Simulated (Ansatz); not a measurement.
System: dimethylsulfoxide, C$_{2}$H$_{6}$OS (charge 0, singlet). SMILES: CS(C)=O
Geometry: optimised at B3LYP-D3(BJ)/def2-TZVP (Ansatz, an electronic-structure program).

Wanted: atomisation energy (electronic, to ground-state atoms), in eV. Valence correlation only, unless marked. UHF or UKS for open shells. Spin-orbit coupling is left out. Non-relativistic. The coupled-cluster limit lacks core correlation, which all-electron functionals hold. CBS marks a two-point X^-3 extrapolation of the correlation energy; Hartree-Fock from the larger set. The bracket is a focal-point correction in the basis named.

| level | program | atomisation energy (eV) |
|---|---|---|
| HF/6-31G* | Ansatz | 25.19 |
| BHLYP-D3(BJ)/def2-TZVPD | Ansatz + dftd3 | 35.75 |
| BHLYP-D4/def2-TZVPD | Ansatz + dftd4 | 35.69 |
| BHLYP/def2-TZVPD | Ansatz | 35.48 |

Question: Predict the RI-MP2/CBS(cc-pV(T+d)Z,cc-pV(Q+d)Z)+[CCSD(T)-MP2]/cc-pV(T+d)Z result (Ansatz).

Answer: 37.12 eV, so BHLYP/def2-TZVPD differs from it by -1.64 eV.
